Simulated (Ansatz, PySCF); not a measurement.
Dissociation curve of SMILES ClB(Cl)Cl. The B1–Cl4 bond (B1 also carries Cl, Cl; Cl4 carries nothing else) is pulled apart rigidly from the PBE0/def2-TZVP optimised geometry.

Levels of theory: UHF/cc-pVDZ (PySCF); RHF/cc-pVDZ (PySCF); UKS-M06-2X = PySCF with unrestricted M06-2X/cc-pVDZ; RKS-M06-2X = restricted M06-2X/cc-pVDZ (PySCF); UKS-CAM-B3LYP = unrestricted CAM-B3LYP/cc-pVDZ (PySCF); RKS-CAM-B3LYP = restricted CAM-B3LYP/cc-pVDZ (PySCF 2.14.0); UKS-r2SCAN = unrestricted r2SCAN/cc-pVDZ (PySCF 2.14.0); RKS-r2SCAN = PySCF with restricted r2SCAN/cc-pVDZ; UKS-PBE = Ansatz (a first-principles code) with unrestricted PBE/cc-pVDZ; RKS-PBE = restricted PBE/cc-pVDZ run with Ansatz.

Scanned distances (Å): 1.40, 1.49, 1.57, 1.62, 1.68, 1.74, 1.81, 1.84, 1.90, 2.00, 2.13, 2.36, 2.64, 2.85, 3.09, 3.43, 3.85, 4.24, 4.65, 5.27, 6.08.

Task: Where does the unrestricted solution first break spin symmetry (<S²> of 0.01 or more)?

Result: UHF: between 2.36 and 2.64 Å; UKS-M06-2X: between 2.85 and 3.09 Å; UKS-CAM-B3LYP: between 2.64 and 2.85 Å; UKS-r2SCAN: between 2.85 and 3.09 Å; UKS-PBE: between 3.09 and 3.43 Å.

| R / Å | <S²> UHF | E(RHF) − E(UHF) / kcal/mol | <S²> UKS-M06-2X | E(RKS-M06-2X) − E(UKS-M06-2X) / kcal/mol | <S²> UKS-CAM-B3LYP | E(RKS-CAM-B3LYP) − E(UKS-CAM-B3LYP) / kcal/mol | <S²> UKS-r2SCAN | E(RKS-r2SCAN) − E(UKS-r2SCAN) / kcal/mol | <S²> UKS-PBE | E(RKS-PBE) − E(UKS-PBE) / kcal/mol |
|---|---|---|---|---|---|---|---|---|---|---|
| 1.40 | 0.00 | 0.0 | 0.00 | 0.0 | 0.00 | 0.0 | 0.00 | 0.0 | 0.00 | 0.0 |
| 1.49 | 0.00 | 0.0 | 0.00 | 0.0 | 0.00 | 0.0 | 0.00 | 0.0 | 0.00 | 0.0 |
| 1.57 | 0.00 | 0.0 | 0.00 | 0.0 | 0.00 | 0.0 | 0.00 | 0.0 | 0.00 | 0.0 |
| 1.62 | 0.00 | 0.0 | 0.00 | 0.0 | 0.00 | 0.0 | 0.00 | 0.0 | 0.00 | 0.0 |
| 1.68 | 0.00 | 0.0 | 0.00 | 0.0 | 0.00 | 0.0 | 0.00 | 0.0 | 0.00 | 0.0 |
| 1.74 | 0.00 | 0.0 | 0.00 | 0.0 | 0.00 | 0.0 | 0.00 | 0.0 | 0.00 | 0.0 |
| 1.81 | 0.00 | 0.0 | 0.00 | 0.0 | 0.00 | 0.0 | 0.00 | 0.0 | 0.00 | 0.0 |
| 1.84 | 0.00 | 0.0 | 0.00 | 0.0 | 0.00 | 0.0 | 0.00 | 0.0 | 0.00 | 0.0 |
| 1.90 | 0.00 | 0.0 | 0.00 | 0.0 | 0.00 | 0.0 | 0.00 | 0.0 | 0.00 | 0.0 |
| 2.00 | 0.00 | 0.0 | 0.00 | 0.0 | 0.00 | 0.0 | 0.00 | 0.0 | 0.00 | 0.0 |
| 2.13 | 0.00 | 0.0 | 0.00 | 0.0 | 0.00 | 0.0 | 0.00 | 0.0 | 0.00 | 0.0 |
| 2.36 | 0.00 | 0.0 | 0.00 | 0.0 | 0.00 | 0.0 | 0.00 | 0.0 | 0.00 | 0.0 |
| 2.64 | 0.41 | 2.8 | 0.00 | 0.0 | 0.00 | 0.0 | 0.00 | 0.0 | 0.00 | 0.0 |
| 2.85 | 0.70 | 11.5 | 0.00 | 0.0 | 0.09 | 0.1 | 0.00 | 0.0 | 0.00 | 0.0 |
| 3.09 | 0.86 | 23.6 | 0.43 | 2.7 | 0.43 | 3.1 | 0.29 | 1.1 | 0.00 | 0.0 |
| 3.43 | 0.96 | 40.4 | 0.71 | 10.7 | 0.69 | 10.4 | 0.55 | 5.4 | 0.37 | 1.5 |
| 3.85 | 0.99 | 57.9 | 0.87 | 20.1 | 0.86 | 19.9 | 0.71 | 10.8 | 0.60 | 5.3 |
| 4.24 | 1.01 | 70.7 | 0.96 | 27.3 | 0.94 | 27.7 | 0.79 | — | 0.70 | 8.3 |
| 4.65 | 1.01 | 81.0 | 0.99 | 33.3 | 0.99 | 34.5 | 0.83 | — | 0.75 | 10.6 |
| 5.27 | 1.01 | 91.8 | 1.00 | 39.8 | 1.00 | 41.7 | 0.86 | — | 0.79 | 12.7 |
| 6.08 | 1.01 | 100.3 | 1.01 | 44.7 | 1.00 | 47.3 | 0.88 | — | 0.82 | 13.9 |

A dash means that the run gave no value there, or that the column was ended at a point which the program doubted or which failed a test of continuity chosen for this set; such a test can also cut sound points.
